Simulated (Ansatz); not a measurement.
# CH₄Si (triplet): the correlation ladder, cc-pVTZ

An exercise on one series of results from a longer session: the logs are not shown, and one member is left open.

Computed with Ansatz 0.2.0, Gaussian basis. Level: cc-pVTZ, core rule «outside noble gas», up to 6 orbitals frozen.

To be run: UHF; CCSD(T) on ROHF; CCSD(T) on UHF; BCCD(T) on ROHF; CCSDT(Q) on ROHF; CCSDT(Q) on UHF.

6 further runs of the same task are left out: 6 set aside as unsound or not needed.

### The system

The geometry is a PBE0/def2-TZVP stationary point (not a proven minimum).

6 atoms, charge 0, spin multiplicity 3.

Atoms are counted from 1 here; the program's logs count them from 0.

Bond lengths: Si1–C2 1.885 Å, Si1–H3 1.491 Å, C2–H4 1.091 Å, C2–H5 1.093 Å, C2–H6 1.093 Å. Angles: C2–Si1–H3 119.0°, Si1–C2–H4 109.8°, Si1–C2–H5 110.6°, Si1–C2–H6 110.6°, H4–C2–H5 108.2°, H4–C2–H6 108.2°, H5–C2–H6 109.3°.

Set-up of the first run:

File in.yaml:

```yaml
crystal:
  periodic: [false, false, false]
  atoms:
    - {symbol: Si, position_ang: [0.000000, -0.086402, 0.646481]}
    - {symbol: C, position_ang: [0.000000, 0.079187, -1.230736]}
    - {symbol: H, position_ang: [0.000000, 1.148798, 1.480897]}
    - {symbol: H, position_ang: [0.000000, -0.911108, -1.689492]}
    - {symbol: H, position_ang: [0.890815, 0.613122, -1.569773]}
    - {symbol: H, position_ang: [-0.890815, 0.613122, -1.569773]}
basis:
  gaussian: {orbitals: cc-pVTZ}
magnetization: {spin_polarized: true, initial_magnetization: 2}
hamiltonian: {xc: hf}
output: {orbitals: {seedname: orbitals}}
```

On the command line:

```bash
> ansatz run in.yaml --threads 1 --pin off --events-out ev --progress --plain --max-ram 4096MiB --backend cpu
```

Steps of the session up to this table: UHF; CCSD(T) on ROHF; CCSD(T) on UHF; BCCD(T) on ROHF; CCSDT(Q) on ROHF; CCSDT(Q) on UHF.

One table of the session follows, with a row left open; its other results are not shown here.

```
   method  from UCCSDT(Q) (kJ/mol)
     ROHF                   +816.3
      UHF                   +811.3
     RMP2                   +114.9
     UMP2                   +114.5
    RCCSD                    +32.5
    UCCSD                        ?
 RCCSD(T)                     +3.8
 UCCSD(T)                     +3.7
  BCCD(T)                     +3.7
   RCCSDT                     +1.3
   UCCSDT                     +1.1
RCCSDT(Q)                     +0.2
UCCSDT(Q)                        0
```

**Question.** Estimate the row for UCCSD.

As computed: from UCCSDT(Q) (kJ/mol): +32.2. In the column «from UCCSDT(Q) (kJ/mol)» it lies between RCCSD(T) (+3.8) and RCCSD (+32.5).

With the free atoms at the same levels and basis (separate runs), the atomisation energy is 18.394 eV at UCCSDT(Q), 18.393 eV at RCCSD(T), 18.391 eV at UCCSD(T), 14.732 eV at ROHF.

To keep in mind: Restricted and unrestricted rows rest on different reference determinants; where their highest levels disagree by more than a few hundredths of an eV, they describe different states and don't form one ladder.
